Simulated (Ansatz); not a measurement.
**How far each method lies from RCCSDTQ for HGeBr, singlet**

Geometry: a PBE0/def2-TZVP stationary point for this spin, not checked as a minimum.

```
atom   x (Å)    y (Å)    z (Å)
  Ge  0.0000  -0.0382   1.2160
  Br  0.0000   0.0151  -1.1224
   H  0.0000   1.5551   1.3441
```

Basis cc-pVDZ; Ansatz 0.2.0. Only valence electrons are correlated (noble-gas cores and the filled d shells of p-block atoms frozen), which leaves 12 electrons in 31 orbitals. R marks a restricted (for open shells ROHF) determinant. Active spaces: valence = (12e, 9o) chosen from the atoms' valence shells. No spin–orbit coupling is included, and no scalar relativity.

Full CI isn't at hand for all of this; RCCSDTQ serves as the reference, and is uncertain by about the last step of the cluster series.

```
UHF ⟨S²⟩                          : 0.016
T1 diagnostic (RCCSD)             : 0.0161
largest doubles amplitude (RCCSD) : 0.065
```

**Question.** From what is known of these methods and the diagnostics, rank them by the size of their error in total energy against RCCSDTQ in cc-pVDZ, smallest first (an estimate: the text doesn't fix the numbers).
A. RMP2
B. NEVPT4(SD) (valence space)
C. MRCISD (valence space)
D. RHF
E. RCCSD

**Answer.** B (114 meV), E (179 meV), C (380 meV), A (946 meV), D (6100 meV).

All errors are against RCCSDTQ in cc-pVDZ. The usual hierarchy is broken: NEVPT4(SD) (valence space) lies nearer than MRCISD (valence space).

Natural occupations of CASSCF (valence space) about the gap: 1.999 1.993 1.983 1.974 1.933 0.064 0.029 0.026; effectively unpaired electrons, Σ n²(2−n)², 0.04.

Atomization energy (electronic, same basis, no zero-point term; atoms at the same level, unrestricted beside the R rows where the molecule is a closed shell, but restricted open-shell past Ca, as are all atoms' steps beyond CCSDT(Q)) at RCCSDTQ: 579.0 kJ/mol. Errors of other levels:

```csv
level,error (kJ/mol)
RHF,-138.0
RMP2,-7.1
CISD,-48.9
RCCSD,-11.2
RCCSD(T),-1.6
BCCD(T),-1.5
RCCSDT,-0.8
RCCSDT(Q),0.1
CASSCF (valence space),-45.2
NEVPT2 (valence space),-3.5
NEVPT4(SD) (valence space),-6.6
MRCISD (valence space),-22.8
MRCISD+Q (valence space),-8.2
```

This basis is far from its limit, so the value isn't to be set against a measured one. Truncated CI isn't size-consistent, which counts against it in atomization.
